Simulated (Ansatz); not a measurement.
Ideal-gas functions of AlBH₄S (`B[S][AlH2]`) at 800 K and 1 bar, from an Ansatz frequency run at PBE0-D4/def2-TZVP.

Molar mass 73.89 g/mol, point group Cs (symmetry number 1), electronic degeneracy 1, moments of inertia 30.726, 111.198, 141.925 u Å². Harmonic wavenumbers (cm⁻¹, unscaled): 114, 194, 299, 469, 500, 590, 766, 799, 834, 958, 1206, 1944, 1964, 2591, 2690.

Use S(trans) = R[1.5 ln M + 2.5 ln T − 1.1517]; rotational temperatures θ = 24.2544 K / I; S(rot) = R[ln(√π/σ · √(T³/θAθBθC)) + 1.5]; for each mode x = 1.438777 ν̃/T, S = R[x/(eˣ − 1) − ln(1 − e⁻ˣ)] and H = RT x/(eˣ − 1); 1 cm⁻¹ = 0.0119627 kJ/mol; R = 8.31446 J/(mol·K).

Q: By hand: the entropy, in J/(mol·K).

A: Translation 183.0. Rotation: θ = 0.7894, 0.2181, 0.1709 K, giving 115.3. Vibration, mode by mode: 21.50, 17.11, 13.57, 9.97, 9.47, 8.20, 6.28, 5.98, 5.68, 4.75, 3.34, 1.16, 1.13, 0.45, 0.39, in all 109.0. Electronic 0.0. Sum 407.3 J/(mol·K).

Q: By hand: H − E and G − E in kJ/mol, counted from the electronic energy.

A: Zero-point energy ½ × 15918 × 0.0119627 = 95.2; thermal vibration 43.9; translation, rotation and pV give 4 RT = 26.6. H − E = 165.7 kJ/mol, and G − E = 165.7 − 800 × 407.3/1000 = -160.1 kJ/mol.

Vibration gives 27 % of the entropy, 21.5 J/(mol·K) of it from the mode under 150 cm⁻¹: soft modes count most, and the harmonic formula is weakest for them.
